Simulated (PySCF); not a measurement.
## Bonding in `C1CC1[C@@H]1CS1`

Compound: C5H8S.
Numbering: `[CH2:1]1[CH2:2][CH:3]1[C@@H:4]1[CH2:5][S:6]1` (hydrogens: H7, H8 on C1; H9, H10 on C2; H11 on C3; H12 on C4; H13, H14 on C5)

Cartesian coordinates in Å at the GFN2-xTB level; atoms count from 1:
```
atom  x, y, z in Å
C1    -1.703   -0.529    0.074
C2    -1.332    0.852    0.511
C3    -0.412    0.078   -0.391
C4     0.874   -0.428    0.155
C5     2.166    0.126   -0.317
S6     1.848   -1.551   -0.890
H7    -1.651   -1.326    0.800
H8    -2.498   -0.649   -0.646
H9    -1.868    1.688    0.090
H10   -1.030    1.000    1.536
H11   -0.350    0.386   -1.428
H12    0.827   -0.754    1.190
H13    2.983    0.225    0.385
H14    2.146    0.881   -1.092
```

Bond orders from the PBE0/pcSseg-1 density (PySCF). Isolated species at its GFN2-xTB geometry (one conformer only).

Problem. How far do the computed orders between heavy atoms stray from the drawn ones?

Solution. The largest departure is 0.069, at C2–C3 (drawn single, 0.931).

Problem. Set the Mayer orders of the bonds beside their lengths.

Solution. 
| bond | drawn as | length (Å) | Mayer order |
| --- | --- | --- | --- |
| C1–C2 | single | 1.496 | 0.975 |
| C2–C3 | single | 1.504 | 0.931 |
| C3–C4 | single | 1.486 | 0.968 |
| C4–C5 | single | 1.482 | 0.970 |
| C5–S6 | single | 1.800 | 0.947 |
| C3–C1 | single | 1.501 | 0.946 |
| S6–C4 | single | 1.817 | 0.964 |
| C1–H7 | single | 1.079 | 0.955 |
| C1–H8 | single | 1.079 | 0.957 |
| C2–H9 | single | 1.079 | 0.956 |
| C2–H10 | single | 1.079 | 0.955 |
| C3–H11 | single | 1.083 | 0.948 |
| C4–H12 | single | 1.086 | 0.937 |
| C5–H13 | single | 1.082 | 0.939 |
| C5–H14 | single | 1.082 | 0.942 |

By pair of heavy elements: C–C: lowest C2–C3 (0.931, 1.504 Å), highest C1–C2 (0.975, 1.496 Å). C–S: all 2 within 0.02 of one another (0.947 to 0.964).

Problem. Sum the orders of all bonds at each heavy atom with more than one neighbour and set the sums beside the valence in the SMILES.

Solution. C1 3.833 (drawn 4), C2 3.817 (drawn 4), C3 3.793 (drawn 4), C4 3.839 (drawn 4), C5 3.798 (drawn 4), S6 1.911 (drawn 2). Orders between atoms that aren't bonded are not in these sums.

Mayer orders depend on the basis set.

These values come from a run that also computed NMR shieldings. Time: 32 s (grids of density and orbitals included); peak memory 0.71 GiB. Hardware: Arm Neoverse N1, one thread, shared host with 64 logical CPUs at a one-minute load of 54.
